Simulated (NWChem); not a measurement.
# HCTH/93/MINI (esp esp) run of CH3NO (Nitrosomethane)

What is the energy difference between two shapes of CH3NO (Nitrosomethane) at HCTH/93/MINI (esp esp)? 

The calculation is run with NWChem 7.3.0.

2 further runs of the same task are left out: 2 set aside as unsound or not needed.

## (1) The system as given

CH3NO has 6 atoms, charge 0, and is taken as a singlet. As SMILES, `CN=O`. The shape is that of a GFN2-xTB optimisation.

Bond lengths: C1–N2 1.438 Å, N2–O3 1.210 Å, C1–H4 1.091 Å, C1–H5 1.091 Å, C1–H6 1.094 Å. Angles: C1–N2–O3 117.1°, N2–C1–H4 106.6°, N2–C1–H5 106.6°, N2–C1–H6 114.1°, H4–C1–H5 106.8°, H4–C1–H6 111.2°, H5–C1–H6 111.2°.

## (2) The energy at HCTH/93/MINI (esp esp)

Input file work.nw:

```
start work
title "Nitrosomethane"
memory 2200 mb

geometry units angstroms noautosym nocenter
 zmatrix
   C
   N 1 1.438324
   O 2 1.210382 1 117.11685
   H 1 1.091112 2 106.59904 3 122.94891
   H 1 1.091026 4 106.81667 2 -113.70444
   H 1 1.093709 5 111.16957 4 121.43051
 end
end

basis spherical bse
 C library MINI
 N library MINI
 O library MINI
 H library MINI
end

dft
 xc hcth
 grid xfine
 convergence energy 1e-08
 mulliken
end

esp
 range 0.4
 spacing 0.035
 recalculate
end

task dft
task esp
```

Command:

```console
$ nwchem work.nw > work.out
```

What it wrote:

```text
[...]
          Wavefunction type:  closed shell.
          No. of atoms     :     6
          No. of electrons :    24
[...]
          Charge           :     0
          Spin multiplicity:     1
[...]
          AO basis - number of functions:    18
[...]
              XC Information
              --------------
                        HCTH  Method XC Functional
                         HCTH  Exchange Functional  1.000
                      HCTH  Correlation Functional  1.000
[...]
 d= 0,ls=0.0,diis     1   -168.3538015766 -2.39D+02  1.44D-01  5.84D-01     1.0
[...]
 d= 0,ls=0.0,diis     8   -168.4409617521 -7.80D-10  1.39D-06  1.27D-11     5.8
         Total DFT energy =     -168.440961752142
      One electron energy =     -366.858695892747
           Coulomb energy =      149.234080475191
    Exchange-Corr. energy =      -21.553625134715
 Nuclear repulsion energy =       70.737278800129
[...]
      Total Density - Mulliken Population Analysis
     ---------------------------------------------
    Atom       Charge   Shell Charges
 -----------   ------   -------------------------------------------------------
    1 C    6     6.65   1.99  1.35  3.31
    2 N    7     7.01   1.99  1.67  3.34
    3 O    8     8.16   2.00  1.89  4.28
    4 H    1     0.72   0.72
    5 H    1     0.72   0.72
    6 H    1     0.75   0.75
[...]
 Dipole moment                                  0.815455
 Quadrupole moment Qxx                          0.521481
                   Qyy                          1.513766
                   Qzz                         -2.035247
[...]
```

Wall time 7.2 s (1 thread of AMD EPYC 7B13 (Zen 3), shared host); peak memory 0.13 GiB.

## (3) The distorted shape

Input file struct.nw:

```
start struct
title "CH3NO"
memory stack 880 mb heap 220 mb global 1100 mb
charge 0

geometry units angstroms noautosym nocenter
 zmatrix
   C
   N 1 r2
   O 2 r3 1 a3
   H 1 r4 2 a4 3 d4
   H 1 r5 4 a5 2 d5
   H 1 r6 4 a6 5 d6
 variables
   r2 1.386912
   r3 1.242745
   a3 117.93227
   r4 1.110475
   a4 105.86889
   d4 119.77206
   r5 1.118891
   a5 106.11592
   d5 -104.45627
   r6 1.065714
   a6 113.00616
   d6 -128.5776
 end
end

basis spherical bse
 * library MINI
end

dft
 xc hcth
 grid xfine
 convergence energy 1e-08
 mulliken
end

esp
 range 0.4
 spacing 0.035
 recalculate
end

task dft energy
task esp
```

Command:

```console
$ nwchem struct.nw > struct.out
```

What it wrote:

```text
[...]
          Wavefunction type:  closed shell.
          No. of atoms     :     6
          No. of electrons :    24
[...]
          Charge           :     0
          Spin multiplicity:     1
[...]
          AO basis - number of functions:    18
[...]
              XC Information
              --------------
                        HCTH  Method XC Functional
                         HCTH  Exchange Functional  1.000
                      HCTH  Correlation Functional  1.000
[...]
 d= 0,ls=0.0,diis     1   -168.3343229992 -2.39D+02  1.59D-01  6.55D-01     1.0
[...]
 d= 0,ls=0.0,diis     9   -168.4377602361 -2.75D-09  2.67D-06  1.49D-09     6.4
         Total DFT energy =     -168.437760236058
      One electron energy =     -367.291630457895
           Coulomb energy =      149.532102124274
    Exchange-Corr. energy =      -21.562359006790
 Nuclear repulsion energy =       70.884127104353
[...]
      Total Density - Mulliken Population Analysis
     ---------------------------------------------
    Atom       Charge   Shell Charges
 -----------   ------   -------------------------------------------------------
    1 C    6     6.64   1.99  1.34  3.32
    2 N    7     7.03   1.99  1.66  3.37
    3 O    8     8.17   2.00  1.90  4.27
    4 H    1     0.71   0.71
    5 H    1     0.71   0.71
    6 H    1     0.74   0.74
[...]
 Dipole moment                                  0.855088
 Quadrupole moment Qxx                         -0.234766
                   Qyy                          0.764138
                   Qzz                         -0.529372
[...]
```

Run time: 7.8 s. Hardware: 1 thread of AMD EPYC 7B13 (Zen 3), shared host; peak memory 0.13 GiB.

## (4) What came out

At HCTH/93/MINI (esp esp):

```
                              quantity          value
             first shape: total energy  -168.44096 Eh
            first shape: dipole moment         2.07 D
              first shape: HOMO energy       -5.69 eV
              first shape: LUMO energy       -4.69 eV
            first shape: HOMO–LUMO gap        1.01 eV
         distorted shape: total energy  -168.43776 Eh
        distorted shape: dipole moment         2.14 D
          distorted shape: HOMO energy       -5.58 eV
          distorted shape: LUMO energy       -4.65 eV
        distorted shape: HOMO–LUMO gap        0.93 eV
energy change with the atoms displaced       0.087 eV
```

With the atoms displaced the energy rises by 0.09 eV (2.0 kcal/mol). The first shape isn't relaxed at this level, so the change isn't measured from a minimum. The minimal basis adds a large error of its own. Mulliken charges (first shape) run from -0.65 on C1 to +0.28 on H4.
